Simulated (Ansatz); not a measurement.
# CH6FN: Born-Oppenheimer dynamics

Aim: follow the atoms for 80 steps of 0.25 fs at constant energy, with velocities drawn for 700 K.

The runs use Ansatz 0.2.0, Gaussian basis; PBE0-D4/def2-SVP.

## Step 1: Where the work starts

The start, a pair relaxed at PBE0-D4: SMILES `F.CN`, 9 atoms, charge 0, spin multiplicity 1.

Atoms are counted from 1 here; the program's logs count them from 0.

Bond lengths: F1–H2 0.969 Å, C3–N4 1.461 Å, C3–H5 1.095 Å, C3–H6 1.090 Å, C3–H7 1.090 Å, N4–H8 1.013 Å, N4–H9 1.013 Å. Angles: N4–C3–H5 113.9°, N4–C3–H6 109.0°, N4–C3–H7 109.0°, H5–C3–H6 108.7°, H5–C3–H7 108.7°, H6–C3–H7 107.4°, C3–N4–H8 110.9°, C3–N4–H9 110.9°, H8–N4–H9 107.0°.

Geometry (Å):

```csv
atom,x (Å),y (Å),z (Å)
F1,0.1019,-0.0509,-2.4828
H2,-0.1339,0.1819,-1.5725
C3,0.3693,-0.4171,0.7870
N4,-0.4476,0.4834,-0.0229
H5,0.2296,-0.2922,1.8659
H6,1.4209,-0.2530,0.5500
H7,0.1322,-1.4477,0.5214
H8,-0.2392,1.4514,0.1902
H9,-1.4333,0.3443,0.1638
```

## Step 2: Dynamics

md/in.yaml

```yaml
crystal:
  periodic: [false, false, false]
  atoms:
    - {symbol: F, position_ang: [0.101948, -0.050934, -2.482832]}
    - {symbol: H, position_ang: [-0.133948, 0.181898, -1.572540]}
    - {symbol: C, position_ang: [0.369276, -0.417052, 0.787010]}
    - {symbol: N, position_ang: [-0.447566, 0.483386, -0.022864]}
    - {symbol: H, position_ang: [0.229627, -0.292204, 1.865850]}
    - {symbol: H, position_ang: [1.420945, -0.253024, 0.549969]}
    - {symbol: H, position_ang: [0.132161, -1.447734, 0.521362]}
    - {symbol: H, position_ang: [-0.239174, 1.451356, 0.190224]}
    - {symbol: H, position_ang: [-1.433271, 0.344308, 0.163821]}
basis:
  gaussian: {orbitals: def2-SVP}
hamiltonian: {xc: pbe0, dispersion: d4}
md: {n_steps: 80, timestep: 0.25, temperature: 700, ensemble: nve, seed: 806, initial_velocities: maxwell_boltzmann}
```

The run is started by

```sh
> ansatz run in.yaml --threads 4 --pin off --events-out ev --progress --plain --max-ram 9574MiB
```

The program printed:

```text
Functional definition: PBE0
  name "PBE0"
  cite "Adamo & Barone, J. Chem. Phys. 110, 6158 (1999) doi:10.1063/1.478522"
  cite "Perdew, Burke & Ernzerhof, Phys. Rev. Lett. 77, 3865 (1996) doi:10.1103/PhysRevLett.77.3865"
  parent pbe
  parameter a = 0.25
  parameter kappa = 0.804
  parameter beta = 0.06672455060314922
  exchange = (1 - a)*pbe_x(kappa = kappa, mu = beta*pi^2/3) + a*exact_x
  correlation = pbe_c(beta = beta)
794 factors; integrals over basis functions are off by at most 5.2e-4 eV
mean field evaluation 1: about -5327.2538 eV, gradient 5.0e1 eV
mean field evaluation 2: about -5326.0476 eV, gradient 5.6e1 eV
mean field evaluation 4: about -5332.1154 eV, gradient 1.7e0 eV
mean field evaluation 8: about -5332.1181 eV, gradient 7.6e-2 eV
mean field -5332.11815502 eV, -195.9517279574 hartree, gradient 4.2e-5 eV, S^2 0.000000; 0 other end points of the search recorded, 0 dependent functions left out
the calculation of the forces begins
reference -5332.11817488 eV, -195.9517286872 hartree; 14, 14 occupied and 58, 58 virtual orbitals, 794 factors
md step     0: t =     0.00 fs  T =   700.0 K  F+E_penalty+E_count = -5332.18814057 eV  E_kin = 0.633374 eV  conserved = -5331.55476657 eV  (22 SCF iters)
these checks for a lower state are left out or cut short: starts, cluster_reference, orbital_swaps, neighbouring_geometries, increment
794 factors; integrals over basis functions are off by at most 5.3e-4 eV
mean field evaluation 16: about -5332.1201 eV, gradient 1.8e-3 eV
mean field -5332.11765384 eV, -195.9517095394 hartree, gradient 3.0e-5 eV, S^2 0.000000; 0 other end points of the search recorded, 0 dependent functions left out
the calculation of the forces begins
reference -5332.11767380 eV, -195.9517102729 hartree; 14, 14 occupied and 58, 58 virtual orbitals, 794 factors
md step     1: t =     0.25 fs  T =   699.4 K  F+E_penalty+E_count = -5332.18763153 eV  E_kin = 0.632863 eV  conserved = -5331.55476898 eV  (23 SCF iters)
these checks for a lower state are left out or cut short: starts, cluster_reference, orbital_swaps, neighbouring_geometries, increment
794 factors; integrals over basis functions are off by at most 5.4e-4 eV
mean field -5332.10823574 eV, -195.9513634308 hartree, gradient 3.0e-5 eV, S^2 0.000000; 0 other end points of the search recorded, 0 dependent functions left out
the calculation of the forces begins
reference -5332.10825581 eV, -195.9513641681 hartree; 14, 14 occupied and 58, 58 virtual orbitals, 794 factors
md step     2: t =     0.50 fs  T =   689.1 K  F+E_penalty+E_count = -5332.17820660 eV  E_kin = 0.623475 eV  conserved = -5331.55473146 eV  (23 SCF iters)
[... from here on, the SCF cycles and remarks between the steps are left out ...]
md step     3: t =     0.75 fs  T =   669.5 K  F+E_penalty+E_count = -5332.16043436 eV  E_kin = 0.605774 eV  conserved = -5331.55466075 eV  (23 SCF iters)
md step     4: t =     1.00 fs  T =   641.9 K  F+E_penalty+E_count = -5332.13541093 eV  E_kin = 0.580845 eV  conserved = -5331.55456587 eV  (23 SCF iters)
md step     5: t =     1.25 fs  T =   608.0 K  F+E_penalty+E_count = -5332.10462070 eV  E_kin = 0.550164 eV  conserved = -5331.55445675 eV  (22 SCF iters)
md step     6: t =     1.50 fs  T =   569.7 K  F+E_penalty+E_count = -5332.06978145 eV  E_kin = 0.515438 eV  conserved = -5331.55434305 eV  (23 SCF iters)
md step     7: t =     1.75 fs  T =   528.8 K  F+E_penalty+E_count = -5332.03269172 eV  E_kin = 0.478458 eV  conserved = -5331.55423337 eV  (23 SCF iters)
md step     8: t =     2.00 fs  T =   487.3 K  F+E_penalty+E_count = -5331.99509347 eV  E_kin = 0.440959 eV  conserved = -5331.55413473 eV  (23 SCF iters)
md step     9: t =     2.25 fs  T =   447.1 K  F+E_penalty+E_count = -5331.95855899 eV  E_kin = 0.404507 eV  conserved = -5331.55405227 eV  (23 SCF iters)
md step    10: t =     2.50 fs  T =   409.4 K  F+E_penalty+E_count = -5331.92440628 eV  E_kin = 0.370417 eV  conserved = -5331.55398931 eV  (23 SCF iters)
md step    11: t =     2.75 fs  T =   375.4 K  F+E_penalty+E_count = -5331.89364321 eV  E_kin = 0.339696 eV  conserved = -5331.55394751 eV  (23 SCF iters)
md step    12: t =     3.00 fs  T =   345.9 K  F+E_penalty+E_count = -5331.86693847 eV  E_kin = 0.313011 eV  conserved = -5331.55392719 eV  (22 SCF iters)
md step    13: t =     3.25 fs  T =   321.3 K  F+E_penalty+E_count = -5331.84461480 eV  E_kin = 0.290687 eV  conserved = -5331.55392757 eV  (22 SCF iters)
md step    14: t =     3.50 fs  T =   301.4 K  F+E_penalty+E_count = -5331.82666049 eV  E_kin = 0.272713 eV  conserved = -5331.55394709 eV  (23 SCF iters)
md step    15: t =     3.75 fs  T =   286.0 K  F+E_penalty+E_count = -5331.81275495 eV  E_kin = 0.258771 eV  conserved = -5331.55398349 eV  (22 SCF iters)
md step    16: t =     4.00 fs  T =   274.4 K  F+E_penalty+E_count = -5331.80230662 eV  E_kin = 0.248273 eV  conserved = -5331.55403389 eV  (23 SCF iters)
md step    17: t =     4.25 fs  T =   265.7 K  F+E_penalty+E_count = -5331.79450258 eV  E_kin = 0.240408 eV  conserved = -5331.55409467 eV  (22 SCF iters)
md step    18: t =     4.50 fs  T =   258.8 K  F+E_penalty+E_count = -5331.78837086 eV  E_kin = 0.234210 eV  conserved = -5331.55416107 eV  (23 SCF iters)
md step    19: t =     4.75 fs  T =   252.7 K  F+E_penalty+E_count = -5331.78285866 eV  E_kin = 0.228631 eV  conserved = -5331.55422747 eV  (23 SCF iters)
md step    20: t =     5.00 fs  T =   246.1 K  F+E_penalty+E_count = -5331.77692598 eV  E_kin = 0.222639 eV  conserved = -5331.55428710 eV  (22 SCF iters)
md step    21: t =     5.25 fs  T =   238.0 K  F+E_penalty+E_count = -5331.76965471 eV  E_kin = 0.215322 eV  conserved = -5331.55433258 eV  (22 SCF iters)
md step    22: t =     5.50 fs  T =   227.7 K  F+E_penalty+E_count = -5331.76036658 eV  E_kin = 0.206010 eV  conserved = -5331.55435643 eV  (22 SCF iters)
md step    23: t =     5.75 fs  T =   214.8 K  F+E_penalty+E_count = -5331.74873878 eV  E_kin = 0.194386 eV  conserved = -5331.55435232 eV  (23 SCF iters)
md step    24: t =     6.00 fs  T =   199.6 K  F+E_penalty+E_count = -5331.73489908 eV  E_kin = 0.180583 eV  conserved = -5331.55431649 eV  (24 SCF iters)
md step    25: t =     6.25 fs  T =   182.6 K  F+E_penalty+E_count = -5331.71947859 eV  E_kin = 0.165229 eV  conserved = -5331.55424926 eV  (23 SCF iters)
md step    26: t =     6.50 fs  T =   165.2 K  F+E_penalty+E_count = -5331.70359997 eV  E_kin = 0.149444 eV  conserved = -5331.55415603 eV  (23 SCF iters)
md step    27: t =     6.75 fs  T =   148.9 K  F+E_penalty+E_count = -5331.68878635 eV  E_kin = 0.134739 eV  conserved = -5331.55404745 eV  (23 SCF iters)
md step    28: t =     7.00 fs  T =   135.8 K  F+E_penalty+E_count = -5331.67679015 eV  E_kin = 0.122852 eV  conserved = -5331.55393826 eV  (23 SCF iters)
md step    29: t =     7.25 fs  T =   127.7 K  F+E_penalty+E_count = -5331.66936063 eV  E_kin = 0.115516 eV  conserved = -5331.55384482 eV  (23 SCF iters)
md step    30: t =     7.50 fs  T =   126.2 K  F+E_penalty+E_count = -5331.66798789 eV  E_kin = 0.114206 eV  conserved = -5331.55378197 eV  (22 SCF iters)
md step    31: t =     7.75 fs  T =   132.5 K  F+E_penalty+E_count = -5331.67367175 eV  E_kin = 0.119912 eV  conserved = -5331.55375997 eV  (21 SCF iters)
md step    32: t =     8.00 fs  T =   147.0 K  F+E_penalty+E_count = -5331.68676218 eV  E_kin = 0.132980 eV  conserved = -5331.55378248 eV  (20 SCF iters)
md step    33: t =     8.25 fs  T =   169.2 K  F+E_penalty+E_count = -5331.70690144 eV  E_kin = 0.153055 eV  conserved = -5331.55384625 eV  (20 SCF iters)
md step    34: t =     8.50 fs  T =   198.0 K  F+E_penalty+E_count = -5331.73307346 eV  E_kin = 0.179131 eV  conserved = -5331.55394231 eV  (23 SCF iters)
md step    35: t =     8.75 fs  T =   231.7 K  F+E_penalty+E_count = -5331.76374240 eV  E_kin = 0.209684 eV  conserved = -5331.55405832 eV  (23 SCF iters)
md step    36: t =     9.00 fs  T =   268.4 K  F+E_penalty+E_count = -5331.79704598 eV  E_kin = 0.242865 eV  conserved = -5331.55418085 eV  (23 SCF iters)
md step    37: t =     9.25 fs  T =   305.8 K  F+E_penalty+E_count = -5331.83100636 eV  E_kin = 0.276709 eV  conserved = -5331.55429764 eV  (23 SCF iters)
md step    38: t =     9.50 fs  T =   341.9 K  F+E_penalty+E_count = -5331.86372610 eV  E_kin = 0.309327 eV  conserved = -5331.55439873 eV  (23 SCF iters)
md step    39: t =     9.75 fs  T =   374.7 K  F+E_penalty+E_count = -5331.89354911 eV  E_kin = 0.339072 eV  conserved = -5331.55447707 eV  (23 SCF iters)
md step    40: t =    10.00 fs  T =   403.0 K  F+E_penalty+E_count = -5331.91917650 eV  E_kin = 0.364648 eV  conserved = -5331.55452853 eV  (23 SCF iters)
md step    41: t =    10.25 fs  T =   425.7 K  F+E_penalty+E_count = -5331.93973588 eV  E_kin = 0.385184 eV  conserved = -5331.55455168 eV  (22 SCF iters)
md step    42: t =    10.50 fs  T =   442.4 K  F+E_penalty+E_count = -5331.95480726 eV  E_kin = 0.400260 eV  conserved = -5331.55454743 eV  (23 SCF iters)
md step    43: t =    10.75 fs  T =   453.0 K  F+E_penalty+E_count = -5331.96441049 eV  E_kin = 0.409892 eV  conserved = -5331.55451872 eV  (22 SCF iters)
md step    44: t =    11.00 fs  T =   458.1 K  F+E_penalty+E_count = -5331.96896044 eV  E_kin = 0.414490 eV  conserved = -5331.55447001 eV  (22 SCF iters)
md step    45: t =    11.25 fs  T =   458.4 K  F+E_penalty+E_count = -5331.96919614 eV  E_kin = 0.414789 eV  conserved = -5331.55440699 eV  (22 SCF iters)
md step    46: t =    11.50 fs  T =   455.1 K  F+E_penalty+E_count = -5331.96609086 eV  E_kin = 0.411755 eV  conserved = -5331.55433602 eV  (22 SCF iters)
md step    47: t =    11.75 fs  T =   449.2 K  F+E_penalty+E_count = -5331.96075050 eV  E_kin = 0.406487 eV  conserved = -5331.55426370 eV  (23 SCF iters)
md step    48: t =    12.00 fs  T =   442.2 K  F+E_penalty+E_count = -5331.95430825 eV  E_kin = 0.400112 eV  conserved = -5331.55419637 eV  (23 SCF iters)
md step    49: t =    12.25 fs  T =   435.1 K  F+E_penalty+E_count = -5331.94782350 eV  E_kin = 0.393684 eV  conserved = -5331.55413962 eV  (22 SCF iters)
md step    50: t =    12.50 fs  T =   428.9 K  F+E_penalty+E_count = -5331.94219251 eV  E_kin = 0.388095 eV  conserved = -5331.55409788 eV  (23 SCF iters)
md step    51: t =    12.75 fs  T =   424.4 K  F+E_penalty+E_count = -5331.93807713 eV  E_kin = 0.384003 eV  conserved = -5331.55407408 eV  (22 SCF iters)
md step    52: t =    13.00 fs  T =   421.9 K  F+E_penalty+E_count = -5331.93585676 eV  E_kin = 0.381787 eV  conserved = -5331.55406979 eV  (22 SCF iters)
md step    53: t =    13.25 fs  T =   421.7 K  F+E_penalty+E_count = -5331.93560510 eV  E_kin = 0.381520 eV  conserved = -5331.55408468 eV  (23 SCF iters)
md step    54: t =    13.50 fs  T =   423.3 K  F+E_penalty+E_count = -5331.93709425 eV  E_kin = 0.382977 eV  conserved = -5331.55411692 eV  (22 SCF iters)
md step    55: t =    13.75 fs  T =   426.2 K  F+E_penalty+E_count = -5331.93982418 eV  E_kin = 0.385661 eV  conserved = -5331.55416315 eV  (23 SCF iters)
md step    56: t =    14.00 fs  T =   429.8 K  F+E_penalty+E_count = -5331.94307638 eV  E_kin = 0.388858 eV  conserved = -5331.55421872 eV  (23 SCF iters)
md step    57: t =    14.25 fs  T =   432.9 K  F+E_penalty+E_count = -5331.94598875 eV  E_kin = 0.391711 eV  conserved = -5331.55427783 eV  (23 SCF iters)
md step    58: t =    14.50 fs  T =   434.7 K  F+E_penalty+E_count = -5331.94764828 eV  E_kin = 0.393314 eV  conserved = -5331.55433390 eV  (23 SCF iters)
md step    59: t =    14.75 fs  T =   434.1 K  F+E_penalty+E_count = -5331.94719607 eV  E_kin = 0.392816 eV  conserved = -5331.55437996 eV  (22 SCF iters)
md step    60: t =    15.00 fs  T =   430.5 K  F+E_penalty+E_count = -5331.94393702 eV  E_kin = 0.389528 eV  conserved = -5331.55440940 eV  (22 SCF iters)
md step    61: t =    15.25 fs  T =   423.3 K  F+E_penalty+E_count = -5331.93744313 eV  E_kin = 0.383026 eV  conserved = -5331.55441687 eV  (23 SCF iters)
md step    62: t =    15.50 fs  T =   412.5 K  F+E_penalty+E_count = -5331.92763569 eV  E_kin = 0.373236 eV  conserved = -5331.55439928 eV  (22 SCF iters)
md step    63: t =    15.75 fs  T =   398.4 K  F+E_penalty+E_count = -5331.91483031 eV  E_kin = 0.360473 eV  conserved = -5331.55435698 eV  (23 SCF iters)
md step    64: t =    16.00 fs  T =   381.8 K  F+E_penalty+E_count = -5331.89972903 eV  E_kin = 0.345435 eV  conserved = -5331.55429421 eV  (22 SCF iters)
md step    65: t =    16.25 fs  T =   363.8 K  F+E_penalty+E_count = -5331.88335142 eV  E_kin = 0.329132 eV  conserved = -5331.55421908 eV  (23 SCF iters)
md step    66: t =    16.50 fs  T =   345.7 K  F+E_penalty+E_count = -5331.86690722 eV  E_kin = 0.312765 eV  conserved = -5331.55414237 eV  (22 SCF iters)
md step    67: t =    16.75 fs  T =   328.9 K  F+E_penalty+E_count = -5331.85162847 eV  E_kin = 0.297553 eV  conserved = -5331.55407534 eV  (22 SCF iters)
md step    68: t =    17.00 fs  T =   314.5 K  F+E_penalty+E_count = -5331.83859292 eV  E_kin = 0.284565 eV  conserved = -5331.55402786 eV  (23 SCF iters)
md step    69: t =    17.25 fs  T =   303.5 K  F+E_penalty+E_count = -5331.82857458 eV  E_kin = 0.274569 eV  conserved = -5331.55400541 eV  (22 SCF iters)
md step    70: t =    17.50 fs  T =   296.1 K  F+E_penalty+E_count = -5331.82195658 eV  E_kin = 0.267948 eV  conserved = -5331.55400837 eV  (22 SCF iters)
md step    71: t =    17.75 fs  T =   292.5 K  F+E_penalty+E_count = -5331.81872223 eV  E_kin = 0.264690 eV  conserved = -5331.55403223 eV  (24 SCF iters)
md step    72: t =    18.00 fs  T =   292.3 K  F+E_penalty+E_count = -5331.81852098 eV  E_kin = 0.264452 eV  conserved = -5331.55406930 eV  (23 SCF iters)
md step    73: t =    18.25 fs  T =   294.7 K  F+E_penalty+E_count = -5331.82078534 eV  E_kin = 0.266675 eV  conserved = -5331.55411057 eV  (23 SCF iters)
md step    74: t =    18.50 fs  T =   299.2 K  F+E_penalty+E_count = -5331.82486564 eV  E_kin = 0.270717 eV  conserved = -5331.55414852 eV  (23 SCF iters)
md step    75: t =    18.75 fs  T =   305.0 K  F+E_penalty+E_count = -5331.83014782 eV  E_kin = 0.275970 eV  conserved = -5331.55417828 eV  (24 SCF iters)
md step    76: t =    19.00 fs  T =   311.6 K  F+E_penalty+E_count = -5331.83613201 eV  E_kin = 0.281934 eV  conserved = -5331.55419816 eV  (23 SCF iters)
md step    77: t =    19.25 fs  T =   318.6 K  F+E_penalty+E_count = -5331.84246375 eV  E_kin = 0.288255 eV  conserved = -5331.55420911 eV  (24 SCF iters)
md step    78: t =    19.50 fs  T =   325.7 K  F+E_penalty+E_count = -5331.84892400 eV  E_kin = 0.294710 eV  conserved = -5331.55421380 eV  (24 SCF iters)
md step    79: t =    19.75 fs  T =   332.9 K  F+E_penalty+E_count = -5331.85539307 eV  E_kin = 0.301178 eV  conserved = -5331.55421551 eV  (24 SCF iters)
these checks for a lower state are left out or cut short: starts, cluster_reference, orbital_swaps, neighbouring_geometries, increment
794 factors; integrals over basis functions are off by at most 5.1e-4 eV
mean field -5331.79162646 eV, -195.9397282544 hartree, gradient 3.1e-5 eV, S^2 0.000000; 0 other end points of the search recorded, 0 dependent functions left out
the calculation of the forces begins
reference -5331.79164658 eV, -195.9397289936 hartree; 14, 14 occupied and 58, 58 virtual orbitals, 794 factors
794 factors; integrals over basis functions are off by at most 5.1e-4 eV
mean field -5331.79162646 eV, -195.9397282544 hartree, gradient 3.1e-5 eV, S^2 0.000000; 1 other end points of the search recorded, 0 dependent functions left out
the calculation of the forces begins
reference -5331.79164658 eV, -195.9397289936 hartree; 14, 14 occupied and 58, 58 virtual orbitals, 794 factors
md step    80: t =    20.00 fs  T =   339.9 K  F+E_penalty+E_count = -5331.86180552 eV  E_kin = 0.307589 eV  conserved = -5331.55421637 eV  (23 SCF iters)
Total energy: -5331.86182564 eV, -195.9423080264 hartree
Atom 0 at     0.119492    -0.054001    -2.469784 Å, force    -0.272717    -0.186129     0.361719 eV/Å
Atom 1 at    -0.285466     0.034958    -1.598407 Å, force     0.428626     0.391941    -0.337208 eV/Å
Atom 2 at     0.393619    -0.412411     0.740835 Å, force    -2.193629     0.227054     1.424111 eV/Å
Atom 3 at    -0.489901     0.485616     0.001360 Å, force     1.626215     1.165678    -0.480224 eV/Å
Atom 4 at     0.120429    -0.403415     1.822951 Å, force     0.926479     0.438014    -0.032244 eV/Å
Atom 5 at     1.428028    -0.222896     0.504933 Å, force     0.583829     0.346937     0.079164 eV/Å
Atom 6 at     0.197275    -1.433663     0.534927 Å, force    -0.241405    -1.478064    -0.965045 eV/Å
Atom 7 at    -0.045839     1.411274     0.171721 Å, force    -0.920087    -0.469375    -0.596762 eV/Å
Atom 8 at    -1.470550     0.569864     0.250233 Å, force     0.062689    -0.436055     0.546491 eV/Å
Dipole moment:    -0.197040     0.165431     0.893583 e Å
```

Run time: 34 s. Hardware: 4 threads of Arm Neoverse V2, shared host.

## Step 3: The trajectory

Every 5 steps:

| time (fs) | T (K) | potential (meV) | potential + kinetic (meV) | N4–H8 (Å) | C3–H7 (Å) | C3–H5 (Å) |
| --- | --- | --- | --- | --- | --- | --- |
| 0.00 | 700 | 0.0 | 0.0 | 1.013 | 1.090 | 1.095 |
| 1.25 | 608 | 83.5 | 0.3 | 1.052 | 1.120 | 1.077 |
| 2.50 | 409 | 263.7 | 0.8 | 1.073 | 1.142 | 1.077 |
| 3.75 | 286 | 375.4 | 0.8 | 1.065 | 1.144 | 1.095 |
| 5.00 | 246 | 411.2 | 0.5 | 1.032 | 1.126 | 1.120 |
| 6.25 | 183 | 468.7 | 0.5 | 0.991 | 1.095 | 1.139 |
| 7.50 | 126 | 520.2 | 1.0 | 0.972 | 1.067 | 1.144 |
| 8.75 | 232 | 424.4 | 0.7 | 0.988 | 1.058 | 1.132 |
| 10.00 | 403 | 269.0 | 0.2 | 1.028 | 1.074 | 1.108 |
| 11.25 | 458 | 218.9 | 0.4 | 1.063 | 1.105 | 1.086 |
| 12.50 | 429 | 245.9 | 0.7 | 1.073 | 1.135 | 1.077 |
| 13.75 | 426 | 248.3 | 0.6 | 1.055 | 1.151 | 1.087 |
| 15.00 | 431 | 244.2 | 0.4 | 1.018 | 1.146 | 1.109 |
| 16.25 | 364 | 304.8 | 0.5 | 0.984 | 1.122 | 1.130 |
| 17.50 | 296 | 366.2 | 0.8 | 0.978 | 1.090 | 1.141 |
| 18.75 | 305 | 358.0 | 0.6 | 1.004 | 1.064 | 1.135 |
| 20.00 | 340 | 326.3 | 0.5 | 1.041 | 1.060 | 1.116 |

Energies count from the start.

Positions (Å) and forces (eV/Å) at 8.00 fs:

```xyz
9

F     0.104   -0.056   -2.469    0.340    0.016   -0.759
H    -0.073    0.396   -1.666   -0.443   -0.583    0.517
C     0.353   -0.431    0.786    1.060    2.428    0.504
N    -0.458    0.478   -0.031   -0.098   -2.187    0.592
H     0.349   -0.270    1.915   -0.803   -0.580   -1.013
H     1.391   -0.205    0.588    0.798   -0.071   -0.475
H     0.182   -1.402    0.395   -0.325   -1.541    0.223
H    -0.213    1.421   -0.006    0.711    2.147    0.713
H    -1.368    0.375    0.365   -1.241    0.371   -0.303
```

Positions (Å) and forces (eV/Å) at 20.00 fs:

```xyz
9

F     0.119   -0.054   -2.470   -0.273   -0.186    0.362
H    -0.285    0.035   -1.598    0.429    0.392   -0.337
C     0.394   -0.412    0.741   -2.194    0.227    1.424
N    -0.490    0.486    0.001    1.626    1.166   -0.480
H     0.120   -0.403    1.823    0.926    0.438   -0.032
H     1.428   -0.223    0.505    0.584    0.347    0.079
H     0.197   -1.434    0.535   -0.241   -1.478   -0.965
H    -0.046    1.411    0.172   -0.920   -0.469   -0.597
H    -1.471    0.570    0.250    0.063   -0.436    0.546
```

## Step 4: Results

```
                                                 quantity              value
                                                   length  80 steps, 20.0 fs
                                 temperature at the start              700 K
                            mean temperature, second half              386 K
lowest and highest potential energy, from the first frame      0 and 520 meV
                    largest change of potential + kinetic            1.0 meV
```

What this shows: With no thermostat the total energy should stay fixed; it holds within 1.0 meV, small beside the kinetic energy, so the time step serves. The instant temperature ranges from 126 to 700 K, as energy passes between motion and strain. The molecule keeps its bonds.
